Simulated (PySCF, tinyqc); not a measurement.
Worked calculation (part 1 of 2): CCSD on RHF in the sto-3g basis, for CH2, spin multiplicity 1. The lowest restricted solution is unstable here: a spin-polarised one lies 0.0504 hartree lower (PySCF). Computed by tinyqc, a small Python program that keeps every step (integrals from PySCF). Settings: charge = 0, multiplicity = 1, basis = sto-3g, method = RHF, energy threshold = 1e-10, iteration cap = 65, orthogonalisation = symmetric, start = atomic densities, DIIS depth = 6, amplitude equations = CCSD, DIIS depth for amplitudes = 6, cap on updates = 63. Command: `OMP_NUM_THREADS=1 python tinyqc.py 27368 27369 out.jsonl` (the two numbers bound the seeds that draw the settings). One thread of a shared host (Intel(R) Xeon(R) Processor @ 2.60GHz), about 0.4 s of CPU time with the checks. The early iterations of the SCF are left out here.

## One-electron integrals

Geometry (angstrom):
```
atom        x         y        z
C     0.00000   0.00000  0.00000
H     0.00000   0.96300  0.43500
H     0.00000  -0.95000  0.42900
```

Basis sto-3g: exponents (1/bohr^2) and contraction coefficients of normalised primitives:
```
element  l (shell)  exponent  coefficient
C            s (1)  71.61684      0.15433
C            s (1)  13.04510      0.53533
C            s (1)   3.53051      0.44463
C            s (2)   2.94125     -0.09997
C            s (2)   0.68348      0.39951
C            s (2)   0.22229      0.70012
C            p (3)   2.94125      0.15592
C            p (3)   0.68348      0.60768
C            p (3)   0.22229      0.39196
H            s (1)   3.42525      0.15433
H            s (1)   0.62391      0.53533
H            s (1)   0.16886      0.44463
```

Overlap, kinetic and nuclear-attraction integrals over the contracted functions; the nuclear repulsion is the sum of Za Zb / Rab.

nuclear repulsion = 6.3273413 hartree

overlap S, lower triangle:
```
          1C 1s    1C 2s   1C 2px    1C 2py   1C 2pz    2H 1s    3H 1s
1C 1s   1.00000
1C 2s   0.24836  1.00000
1C 2px  0.00000  0.00000  1.00000
1C 2py  0.00000  0.00000  0.00000   1.00000
1C 2pz  0.00000  0.00000  0.00000   0.00000  1.00000
2H 1s   0.06731  0.51008  0.00000   0.43602  0.19696  1.00000
3H 1s   0.06960  0.51847  0.00000  -0.44026  0.19881  0.13728  1.00000
```

kinetic energy T (hartree), lower triangle:
```
           1C 1s    1C 2s   1C 2px    1C 2py   1C 2pz     2H 1s    3H 1s
1C 1s   15.89112
1C 2s   -0.08589  0.47225
1C 2px   0.00000  0.00000  1.47773
1C 2py   0.00000  0.00000  0.00000   1.47773
1C 2pz   0.00000  0.00000  0.00000   0.00000  1.47773
2H 1s   -0.00911  0.11807  0.00000   0.25705  0.11611   0.76003
3H 1s   -0.00835  0.12309  0.00000  -0.26545  0.11987  -0.00881  0.76003
```

nuclear attraction V (hartree), lower triangle:
```
            1C 1s     1C 2s    1C 2px    1C 2py    1C 2pz     2H 1s     3H 1s
1C 1s   -34.66119
1C 2s    -4.44269  -6.16423
1C 2px    0.00000   0.00000  -6.03172
1C 2py    0.00046   0.00314   0.00000  -6.25836
1C 2pz   -0.01504  -0.15024   0.00000   0.00124  -6.07795
2H 1s    -1.22946  -2.71257   0.00000  -2.15653  -1.00895  -4.43391
3H 1s    -1.27229  -2.77091   0.00000   2.19135  -1.02473  -0.69395  -4.46982
```

core Hamiltonian H = T + V (hartree), lower triangle:
```
            1C 1s     1C 2s    1C 2px    1C 2py    1C 2pz     2H 1s     3H 1s
1C 1s   -18.77007
1C 2s    -4.52858  -5.69198
1C 2px    0.00000   0.00000  -4.55400
1C 2py    0.00046   0.00314   0.00000  -4.78063
1C 2pz   -0.01504  -0.15024   0.00000   0.00124  -4.60023
2H 1s    -1.23857  -2.59451   0.00000  -1.89948  -0.89283  -3.67388
3H 1s    -1.28064  -2.64782   0.00000   1.92591  -0.90486  -0.70276  -3.70979
```

## Two-electron integrals

Functions are numbered as in S; the eight-fold symmetry (ij|kl) = (ji|kl) = (kl|ij) leaves the list below.

Two-electron integrals (ij|kl) in chemists' order, unique and non-zero (hartree):
```
(11|11) 3.54195    (21|11) 0.57692    (21|21) 0.11189    (22|11) 0.85468
(22|21) 0.20528    (22|22) 0.62471    (31|31) 0.02030    (32|31) 0.03086
(32|32) 0.13800    (33|11) 0.85244    (33|21) 0.20534    (33|22) 0.62457
(33|33) 0.67283    (41|41) 0.02030    (42|41) 0.03086    (42|42) 0.13800
(43|43) 0.03627    (44|11) 0.85244    (44|21) 0.20534    (44|22) 0.62457
(44|33) 0.60030    (44|44) 0.67283    (51|51) 0.02030    (52|51) 0.03086
(52|52) 0.13800    (53|53) 0.03627    (54|54) 0.03627    (55|11) 0.85244
(55|21) 0.20534    (55|22) 0.62457    (55|33) 0.60030    (55|44) 0.60030
(55|55) 0.67283    (61|11) 0.15787    (61|21) 0.03040    (61|22) 0.05558
(61|33) 0.05539    (61|41) 0.00171    (61|42) 0.00315    (61|44) 0.05588
(61|51) 0.00077    (61|52) 0.00142    (61|54) 0.00022    (61|55) 0.05549
(61|61) 0.00845    (62|11) 0.35011    (62|21) 0.08507    (62|22) 0.28153
(62|33) 0.27507    (62|41) 0.00737    (62|42) 0.04904    (62|44) 0.29096
(62|51) 0.00333    (62|52) 0.02215    (62|54) 0.00718    (62|55) 0.27831
(62|61) 0.02406    (62|62) 0.16136    (63|31) 0.00900    (63|32) 0.04634
(63|43) 0.00981    (63|53) 0.00443    (63|63) 0.02080    (64|11) 0.26192
(64|21) 0.06451    (64|22) 0.22640    (64|33) 0.21492    (64|41) 0.01391
(64|42) 0.08324    (64|44) 0.24666    (64|51) 0.00222    (64|52) 0.01667
(64|54) 0.00991    (64|55) 0.21739    (64|61) 0.01918    (64|62) 0.15436
(64|64) 0.16581    (65|11) 0.11831    (65|21) 0.02914    (65|22) 0.10227
(65|33) 0.09708    (65|41) 0.00222    (65|42) 0.01667    (65|44) 0.10255
(65|51) 0.01000    (65|52) 0.05387    (65|54) 0.01229    (65|55) 0.10706
(65|61) 0.00866    (65|62) 0.06973    (65|64) 0.06550    (65|65) 0.05039
(66|11) 0.48761    (66|21) 0.12053    (66|22) 0.45053    (66|33) 0.42648
(66|41) 0.01388    (66|42) 0.12101    (66|44) 0.48600    (66|51) 0.00627
(66|52) 0.05466    (66|54) 0.02689    (66|55) 0.43863    (66|61) 0.03469
(66|62) 0.31756    (66|64) 0.33672    (66|65) 0.15210    (66|66) 0.77461
(71|11) 0.16334    (71|21) 0.03145    (71|22) 0.05747    (71|33) 0.05727
(71|41) -0.00177   (71|42) -0.00326   (71|44) 0.05778    (71|51) 0.00080
(71|52) 0.00147    (71|54) -0.00023   (71|55) 0.05738    (71|61) 0.00843
(71|62) 0.02318    (71|64) 0.01671    (71|65) 0.00835    (71|66) 0.03254
(71|71) 0.00904    (72|11) 0.35785    (72|21) 0.08693    (72|22) 0.28715
(72|33) 0.28061    (72|41) -0.00753   (72|42) -0.04981   (72|44) 0.29670
(72|51) 0.00340    (72|52) 0.02249    (72|54) -0.00726   (72|55) 0.28389
(72|61) 0.02291    (72|62) 0.11751    (72|64) 0.08067    (72|65) 0.04925
(72|66) 0.18080    (72|71) 0.02542    (72|72) 0.16712    (73|31) 0.00925
(73|32) 0.04746    (73|43) -0.01000   (73|53) 0.00452    (73|63) 0.01417
(73|73) 0.02169    (74|11) -0.26611   (74|21) -0.06554   (74|22) -0.22957
(74|33) -0.21792   (74|41) 0.01424    (74|42) 0.08476    (74|44) -0.25014
(74|51) -0.00225   (74|52) -0.01684   (74|54) 0.01004    (74|55) -0.22041
(74|61) -0.01640   (74|62) -0.07998   (74|64) -0.04203   (74|65) -0.03283
(74|66) -0.11291   (74|71) -0.02015   (74|72) -0.15897   (74|74) 0.17020
(75|11) 0.12017    (75|21) 0.02959    (75|22) 0.10367    (75|33) 0.09841
(75|41) -0.00225   (75|42) -0.01684   (75|44) 0.10393    (75|51) 0.01027
(75|52) 0.05507    (75|54) -0.01249   (75|55) 0.10856    (75|61) 0.00821
(75|62) 0.04904    (75|64) 0.03295    (75|65) 0.03430    (75|66) 0.08026
(75|71) 0.00910    (75|72) 0.07179    (75|74) -0.06706   (75|75) 0.05198
(76|11) 0.08903    (76|21) 0.02163    (76|22) 0.07271    (76|33) 0.07113
(76|41) 8.73e-06   (76|42) 0.00009    (76|44) 0.07368    (76|51) 0.00146
(76|52) 0.00992    (76|54) 1.96e-05   (76|55) 0.07327    (76|61) 0.00593
(76|62) 0.03646    (76|64) 0.03034    (76|65) 0.01734    (76|66) 0.06579
(76|71) 0.00613    (76|72) 0.03702    (76|74) -0.03054   (76|75) 0.01752
(76|76) 0.00986    (77|11) 0.49354    (77|21) 0.12196    (77|22) 0.45452
(77|33) 0.43028    (77|41) -0.01415   (77|42) -0.12218   (77|44) 0.49028
(77|51) 0.00639    (77|52) 0.05517    (77|54) -0.02710   (77|55) 0.44251
(77|61) 0.03183    (77|62) 0.17869    (77|64) 0.11256    (77|65) 0.07968
(77|66) 0.27533    (77|71) 0.03630    (77|72) 0.32403    (77|74) -0.34183
(77|75) 0.15436    (77|76) 0.06579    (77|77) 0.77461
```

## Orthogonalisation

S = U s U^T; symmetric (Loewdin) form X = U s^(-1/2) U^T, so that X^T S X = 1.

eigenvalues of S: 0.26958  0.30846  0.89118  1.00000  1.06691  1.55472  1.90915

X, lower triangle:
```
           1C 1s     1C 2s   1C 2px    1C 2py    1C 2pz     2H 1s    3H 1s
1C 1s    1.02714
1C 2s   -0.15664   1.34568
1C 2px   0.00000   0.00000  1.00000
1C 2py   0.00023  -0.00618  0.00000   1.24702
1C 2pz  -0.01029   0.12119  0.00000  -0.00197   1.04570
2H 1s    0.02607  -0.37500  0.00000  -0.34730  -0.14237   1.30033
3H 1s    0.02618  -0.38799  0.00000   0.35566  -0.14624  -0.05010  1.31383
```

## Iteration 8 (converged): orbitals

converged F (hartree), lower triangle:
```
            1C 1s     1C 2s   1C 2px    1C 2py    1C 2pz     2H 1s     3H 1s
1C 1s   -10.96554
1C 2s    -2.95291  -1.45014
1C 2px    0.00000   0.00000  0.24036
1C 2py    0.00027   0.00375  0.00000  -0.30237
1C 2pz   -0.02457  -0.08657  0.00000   0.00238  -0.24772
2H 1s    -0.81453  -0.74976  0.00000  -0.40258  -0.22155  -0.51925
3H 1s    -0.84189  -0.76472  0.00000   0.40633  -0.22335  -0.22577  -0.53403
```

Diagonalise F' = X^T F X, C = X C', fill 4 alpha and 4 beta electrons from the bottom; D = 2 C_occ C_occ^T. Each column has its largest component positive (the first on a tie).

F' = X^T F X (hartree), lower triangle:
```
           1         2        3         4         5         6        7
1  -10.73119
2   -1.55986  -0.50187
3    0.00000   0.00000  0.24036
4   -0.00055  -0.00345  0.00000   0.16455
5   -0.03850   0.11495  0.00000  -0.00005  -0.15640
6   -0.13235  -0.47966  0.00000  -0.50500  -0.22362   0.05314
7   -0.14206  -0.49176  0.00000   0.51180  -0.22672  -0.08752  0.05769
```

orbital energies (hartree): MO1 -10.97174, MO2 -0.82940, MO3 -0.56528, MO4 -0.26551, MO5 0.24036, MO6 0.64470, MO7 0.87315

coefficients C:
```
             MO1       MO2       MO3       MO4      MO5       MO6       MO7
1C 1s    0.99291  -0.21996  -0.00235   0.10733  0.00000  -0.18755   0.00738
1C 2s    0.03146   0.65110   0.01066  -0.49750  0.00000   1.21048  -0.05902
1C 2px   0.00000   0.00000   0.00000   0.00000  1.00000   0.00000   0.00000
1C 2py  -0.00014  -0.00611   0.52098  -0.00010  0.00000   0.03908   1.23662
1C 2pz   0.00523   0.14448   0.00045   0.86961  0.00000   0.61007  -0.02501
2H 1s   -0.00736   0.27823   0.44080   0.16569  0.00000  -0.94777  -0.88209
3H 1s   -0.00753   0.28868  -0.43315   0.16336  0.00000  -0.89385   0.96494
```

D after iteration 8, lower triangle:
```
           1C 1s     1C 2s   1C 2px    1C 2py   1C 2pz     2H 1s    3H 1s
1C 1s    2.09157
1C 2s   -0.33080   1.34507
1C 2px   0.00000   0.00000  0.00000
1C 2py  -0.00007   0.00324  0.00000   0.54292
1C 2pz   0.13350  -0.67677  0.00000  -0.00148  1.55424
2H 1s   -0.10352   0.20638  0.00000   0.45587  0.36887   0.59844
3H 1s   -0.10485   0.20366  0.00000  -0.45488  0.36707  -0.16698  0.59539
```

## Convergence

Stop when the energy changes by less than 1e-10 hartree and every element of the error matrix X^T (F D S - S D F) X is below 3e-06.

Course of the cycle:
```
iteration  E (hartree)     change  largest element of the error matrix
1          -38.3659453          -                             9.14e-01
2          -38.3338435   3.21e-02                             4.92e-02
3          -38.3381824  -4.34e-03                             2.13e-02
4          -38.3390855  -9.03e-04                             2.57e-03
5          -38.3390993  -1.37e-05                             1.41e-04
6          -38.3390993  -5.07e-08                             1.35e-05
7          -38.3390993  -3.19e-10                             1.73e-06
8          -38.3390993  -4.16e-12                             8.87e-08
```

PySCF RHF in the same basis = -38.3390993 hartree

Converged in 8 iterations.

## Integrals over molecular orbitals

(pq|rs) = sum C_ip C_jq C_kr C_ls (ij|kl), one index at a time.

one-electron integrals over orbitals h = C^T H C (hartree), lower triangle:
```
           1         2         3         4         5         6         7
1  -18.75452
2    0.36276  -4.62272
3    0.00402   0.00275  -4.18118
4   -0.16226   0.12184   0.00505  -4.47609
5    0.00000   0.00000   0.00000   0.00000  -4.55400
6    0.28909  -0.80062  -0.04638  -0.28481   0.00000  -3.49790
7   -0.01118   0.03943  -0.89393   0.00779   0.00000  -0.00791  -3.67411
```

Two-electron integrals over orbitals (pq|rs), unique and non-zero (hartree):
```
(11|11) 3.50582    (21|11) -0.29250   (21|21) 0.03886    (22|11) 0.71989
(22|21) -0.00747   (22|22) 0.54804    (31|11) -0.00317   (31|21) 0.00031
(31|22) -0.00049   (31|31) 0.00779    (32|11) -0.00013   (32|21) -0.00024
(32|22) -0.00433   (32|31) 0.01425    (32|32) 0.15322    (33|11) 0.62504
(33|21) -0.00289   (33|22) 0.52417    (33|31) 0.00027    (33|32) 0.00300
(33|33) 0.54039    (41|11) 0.13967    (41|21) -0.01516   (41|22) 0.01428
(41|31) -0.00020   (41|32) 3.05e-05   (41|33) 0.00578    (41|41) 0.02578
(42|11) -0.05691   (42|21) 0.00675    (42|22) 0.03040    (42|31) 0.00007
(42|32) 4.35e-05   (42|33) 0.01765    (42|41) 0.01623    (42|42) 0.07490
(43|11) -0.00172   (43|21) 0.00013    (43|22) -0.00030   (43|31) -0.00235
(43|32) 0.01416    (43|33) 0.00041    (43|41) 0.00020    (43|42) 0.00073
(43|43) 0.02753    (44|11) 0.82976    (44|21) -0.01326   (44|22) 0.51206
(44|31) -0.00010   (44|32) -0.00007   (44|33) 0.48281    (44|41) -0.01313
(44|42) -0.07471   (44|43) -0.00159   (44|44) 0.68952    (51|51) 0.02176
(52|51) 0.02356    (52|52) 0.09019    (53|51) 0.00027    (53|52) 0.00073
(53|53) 0.02157    (54|51) -0.01131   (54|52) -0.03265   (54|53) -0.00045
(54|54) 0.04829    (55|11) 0.85197    (55|21) -0.00946   (55|22) 0.54720
(55|31) -0.00009   (55|32) -0.00014   (55|33) 0.49649    (55|41) 0.00399
(55|42) -0.03027   (55|43) -0.00095   (55|44) 0.59242    (55|55) 0.67283
(61|11) -0.24640   (61|21) 0.03472    (61|22) -0.00201   (61|31) 0.00084
(61|32) 0.00078    (61|33) -0.00090   (61|41) -0.00551   (61|42) 0.01277
(61|43) 1.83e-05   (61|44) -0.01709   (61|55) -0.00634   (61|61) 0.03441
(62|11) 0.24381    (62|21) -0.00659   (62|22) 0.07228    (62|31) 0.00028
(62|32) 0.00158    (62|33) 0.01954    (62|41) 0.01323    (62|42) 0.00578
(62|43) -0.00092   (62|44) 0.08842    (62|55) 0.12200    (62|61) -0.00106
(62|62) 0.09698    (63|11) 0.01293    (63|21) -0.00030   (63|22) 0.00554
(63|31) 0.00064    (63|32) -0.07798   (63|33) 1.99e-05   (63|41) 0.00012
(63|42) -0.00153   (63|43) -0.01936   (63|44) 0.00624    (63|55) 0.00669
(63|61) -0.00020   (63|62) 0.00471    (63|63) 0.08882    (64|11) 0.07607
(64|21) 0.00143    (64|22) 0.03384    (64|31) -0.00028   (64|32) -0.00222
(64|33) 0.00825    (64|41) 0.00864    (64|42) 0.01844    (64|43) 0.00063
(64|44) 0.02940    (64|55) 0.03333    (64|61) 0.00506    (64|62) 0.04421
(64|63) 0.00292    (64|64) 0.02944    (65|51) 0.01868    (65|52) 0.06137
(65|53) 0.00145    (65|54) -0.01511   (65|65) 0.04968    (66|11) 0.68084
(66|21) -0.00620   (66|22) 0.53364    (66|31) 0.00064    (66|32) 0.00846
(66|33) 0.52076    (66|41) 0.02105    (66|42) 0.05662    (66|43) 0.00230
(66|44) 0.46089    (66|55) 0.50385    (66|61) 0.00252    (66|62) 0.04402
(66|63) -0.00504   (66|64) 0.02854    (66|66) 0.56705    (71|11) 0.00980
(71|21) -0.00157   (71|22) -0.00052   (71|31) 0.01382    (71|32) 0.02240
(71|33) 0.00053    (71|41) 0.00023    (71|42) -0.00042   (71|43) -0.00455
(71|44) 0.00065    (71|55) 0.00023    (71|61) -0.00051   (71|62) 0.00063
(71|63) 0.00123    (71|64) -0.00067   (71|66) 0.00111    (71|71) 0.02481
(72|11) -0.01217   (72|21) 0.00024    (72|22) -0.00299   (72|31) 0.00866
(72|32) -0.00393   (72|33) -0.00104   (72|41) -0.00046   (72|42) 0.00074
(72|43) -0.02545   (72|44) -0.00480   (72|55) -0.00586   (72|61) 0.00066
(72|62) -0.00304   (72|63) 0.04738    (72|64) -0.00206   (72|66) -0.00345
(72|71) 0.01431    (72|72) 0.05224    (73|11) 0.25593    (73|21) -0.00649
(73|22) 0.05736    (73|31) 0.00006    (73|32) 0.00313    (73|33) 0.03482
(73|41) -0.00133   (73|42) -0.04548   (73|43) -0.00056   (73|44) 0.12924
(73|55) 0.12400    (73|61) -0.00682   (73|62) 0.07594    (73|63) 0.00268
(73|64) 0.02471    (73|66) 0.00624    (73|71) 0.00045    (73|72) -0.00510
(73|73) 0.11286    (74|11) -0.00219   (74|21) 4.13e-05   (74|22) 0.00055
(74|31) -0.00806   (74|32) -0.06174   (74|33) -0.00178   (74|41) -0.00036
(74|42) -0.00114   (74|43) 0.01607    (74|44) -0.00055   (74|55) -0.00077
(74|61) -0.00070   (74|62) -0.00227   (74|63) 0.03227    (74|64) 0.00093
(74|66) -0.00439   (74|71) -0.01378   (74|72) -0.00892   (74|73) -0.00204
(74|74) 0.05255    (75|51) -0.00076   (75|52) -0.00268   (75|53) 0.01880
(75|54) 0.00068    (75|65) -0.00112   (75|75) 0.02233    (76|11) 0.00216
(76|21) -0.00026   (76|22) -0.00385   (76|31) 0.01023    (76|32) 0.12216
(76|33) 0.00330    (76|41) -0.00070   (76|42) -0.00250   (76|43) 0.02322
(76|44) 0.00238    (76|55) 0.00045    (76|61) 0.00020    (76|62) -0.00015
(76|63) -0.08512   (76|64) -0.00270   (76|66) 0.00703    (76|71) 0.01643
(76|72) -0.02715   (76|73) 0.00492    (76|74) -0.04628   (76|76) 0.12257
(77|11) 0.78247    (77|21) -0.01058   (77|22) 0.53028    (77|31) -0.00087
(77|32) -0.00958   (77|33) 0.53978    (77|41) 0.00287    (77|42) -0.00983
(77|43) -0.00209   (77|44) 0.54233    (77|55) 0.53918    (77|61) -0.00921
(77|62) 0.03894    (77|63) 0.00971    (77|64) 0.00931    (77|66) 0.52581
(77|71) -0.00086   (77|72) -0.00010   (77|73) 0.06916    (77|74) 0.00323
(77|76) -0.00739   (77|77) 0.58366
```

## CCSD: starting amplitudes

t_ij^ab = <ij||ab> / (e_i + e_j - e_a - e_b), whose energy is MP2.

Starting amplitudes (spin orbitals 1a, 1b, ...; amplitudes related by a flip of all spins are not repeated; the 24 largest):
```
from      to         t
4a 4b  5a 5b  -0.04773
2a 2b  5a 5b  -0.04215
3a 3b  7a 7b  -0.03923
3a 3b  6a 6b  -0.03670
2a 2b  6a 6b  -0.03289
2a 3b  6a 7b  -0.02607
4a 4b  7a 7b  -0.02307
2a 4b  5a 5b   0.02072
2a 4b  6a 6b  -0.01854
2a 3b  6b 7a   0.01627
4a 4b  6a 6b  -0.01617
2a 2b  7a 7b  -0.01534
3a 4b  6a 7b  -0.01374
3a 3b  5a 5b  -0.01339
3a 4b  6b 7a   0.01052
2a 3a  6a 7a  -0.00981
3a 4a  6a 7a  -0.00322
2a 4b  7a 7b   0.00314
1a 2b  5a 5b  -0.00192
2a 3b  6a 6b  -0.00175
2a 3b  7a 7b   0.00162
1a 1b  6a 6b  -0.00148
3a 4b  6a 6b  -0.00138
1a 4b  7a 7b   0.00106
```

correlation energy = -0.0306853 hartree

## CCSD: amplitude update 1

t_i^a D_i^a and t_ij^ab D_ij^ab are set to the remaining terms of the spin-orbital equations, evaluated with the old amplitudes; for the doubles these are <ij||ab> + 1/2 <ab||ef> t_ij^ef + 1/2 <mn||ij> t_mn^ab + P(ij)P(ab) <mb||ej> t_im^ae + terms in t^2 + terms with t1, D the orbital-energy denominators.

Amplitudes after update 1 (spin orbitals 1a, 1b, ...; amplitudes related by a flip of all spins are not repeated; the 24 largest):
```
from      to         t
4a 4b  5a 5b  -0.08353
2a 2b  5a 5b  -0.05488
3a 3b  7a 7b  -0.04941
3a 3b  6a 6b  -0.04786
2a 2b  6a 6b  -0.04045
2a 3b  6a 7b  -0.03462
2a 4b  5a 5b   0.03296
4a 4b  7a 7b  -0.02845
2a 4b  6a 6b  -0.02686
2a 3b  6b 7a   0.02406
4a 4b  6a 6b  -0.01951
3a 4b  6a 7b  -0.01939
2a 2b  7a 7b  -0.01850
3a 4b  6b 7a   0.01420
3a 3b  5a 5b  -0.01329
2a 3a  6a 7a  -0.01056
3a 4a  6a 7a  -0.00520
4a        6a  -0.00493
2a 4b  7a 7b   0.00352
2a 3b  6a 6b  -0.00244
2a 3b  7a 7b   0.00220
2a        6a   0.00206
3a 4b  6a 6b  -0.00196
1a 2b  5a 5b  -0.00193
```

correlation energy = -0.0411894 hartree

## CCSD: amplitude update 2

As before.

Amplitudes after update 2 (spin orbitals 1a, 1b, ...; amplitudes related by a flip of all spins are not repeated; the 24 largest):
```
from      to         t
4a 4b  5a 5b  -0.11289
2a 2b  5a 5b  -0.05869
3a 3b  7a 7b  -0.05251
3a 3b  6a 6b  -0.05171
2a 2b  6a 6b  -0.04256
2a 4b  5a 5b   0.03955
2a 3b  6a 7b  -0.03698
2a 4b  6a 6b  -0.03032
4a 4b  7a 7b  -0.02968
2a 3b  6b 7a   0.02681
3a 4b  6a 7b  -0.02202
4a 4b  6a 6b  -0.02028
2a 2b  7a 7b  -0.01933
3a 4b  6b 7a   0.01586
3a 3b  5a 5b  -0.01125
2a 3a  6a 7a  -0.01017
4a        6a  -0.00951
3a 4a  6a 7a  -0.00616
2a 4b  7a 7b   0.00351
2a        6a   0.00322
2a 3b  6a 6b  -0.00267
2a 3b  7a 7b   0.00237
3a 4b  6a 6b  -0.00223
1a 2b  5a 5b  -0.00185
```

correlation energy = -0.0455309 hartree
